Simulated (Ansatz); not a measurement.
# CH₄ (singlet): the correlation ladder at a displaced geometry (v1), 6-31G

Aim: climb from Hartree-Fock through coupled cluster and multireference methods for CH₄ (singlet) at one geometry and basis, and see what each rung misses.

The runs use Ansatz 0.2.0, Gaussian basis; 6-31G, core rule «outside noble gas», up to 1 orbitals frozen.

The runs, in order: UHF; CCSD(T) on RHF; BCCD(T) on RHF; CISD; CCSDT(Q) on RHF; CISDTQ; CCSDTQ on RHF; CASSCF and MRCISD+Q, 8 electrons in 8 orbitals; CASSCF and MRCISD+Q(relaxed), 8 electrons in 8 orbitals; CASSCF and NEVPT2, 8 electrons in 8 orbitals; Full CI.

14 further runs of the same task are left out: 3 that didn't finish, 11 set aside as unsound or not needed. Runs told in other sessions of the task aren't counted.

## 1. The system

The geometry is a PBE0/def2-TZVP stationary point (not a proven minimum) with its atoms shifted at random (size 0.040 Å).

5 atoms, charge 0, spin multiplicity 1.

Atoms are counted from 1 here; the program's logs count them from 0.

Bond lengths: C1–H2 1.073 Å, C1–H3 1.006 Å, C1–H4 1.125 Å, C1–H5 1.085 Å. Angles: H2–C1–H3 110.0°, H2–C1–H4 112.4°, H2–C1–H5 114.8°, H3–C1–H4 107.1°, H3–C1–H5 108.3°, H4–C1–H5 103.7°.

## 2. UHF

in.yaml

```yaml
crystal:
  periodic: [false, false, false]
  atoms:
    - {symbol: C, position_ang: [0.006747, -0.000246, 0.010325]}
    - {symbol: H, position_ang: [0.633950, 0.613623, 0.628394]}
    - {symbol: H, position_ang: [-0.577704, -0.583810, 0.585509]}
    - {symbol: H, position_ang: [-0.675494, 0.608273, -0.646136]}
    - {symbol: H, position_ang: [0.538854, -0.635157, -0.690803]}
basis:
  gaussian: {orbitals: 6-31G}
magnetization: {spin_polarized: true, initial_magnetization: 0}
hamiltonian: {xc: hf}
output: {orbitals: {seedname: orbitals}}
```

Command:

```console
$ ansatz run in.yaml --threads 1 --pin off --events-out ev --progress --plain --max-ram 2393MiB
```

The runs that follow: CCSD(T) on RHF; BCCD(T) on RHF; CISD; CCSDT(Q) on RHF; CISDTQ; CCSDTQ on RHF; CASSCF and MRCISD+Q, 8 electrons in 8 orbitals; CASSCF and MRCISD+Q(relaxed), 8 electrons in 8 orbitals; CASSCF and NEVPT2, 8 electrons in 8 orbitals; Full CI.

Q: Predict the results of all the runs planned. Wanted: FCI from the RHF energy; RMP2 from FCI; RCCSD from FCI; RCCSD(T) from FCI; RCCSDT(Q) from FCI; NEVPT2 valence from FCI; MRCISD+Q valence from FCI; MRCISD+Q(relaxed) valence from FCI; T1 diagnostic.

**Answer**, as computed:

| quantity | value |
| --- | --- |
| FCI from the RHF energy | -3.2150 eV |
| RMP2 from FCI | +54.3 kJ/mol |
| RCCSD from FCI | +4.8 kJ/mol |
| RCCSD(T) from FCI | +0.8 kJ/mol |
| RCCSDT(Q) from FCI | 0.0 kJ/mol |
| NEVPT2 valence from FCI | +23.3 kJ/mol |
| MRCISD+Q valence from FCI | -0.2 kJ/mol |
| MRCISD+Q(relaxed) valence from FCI | -0.4 kJ/mol |
| levels within 1 kcal/mol (43 meV) | RCCSD(T), BCCD(T), RCCSDT, CISDTQ, RCCSDT(Q), RCCSDTQ, MRCISD valence, MRCISD+Q valence, MRCISD+Q(relaxed) valence |
| T1 diagnostic | 0.004 |
| effectively unpaired electrons | 0.02 |

In words: RCCSD(T) lands +0.8 kJ/mol from the yardstick (0.2 % of the correlation energy). MRCISD+Q(relaxed) valence falls below full CI: the +Q correction isn't variational, and the cores differ from full CI's. One determinant dominates. Of the multireference levels listed MRCISD+Q valence comes nearest in total energy (-0.2 kJ/mol), which doesn't show that its space is the better one. These misses are within one basis, not against nature.
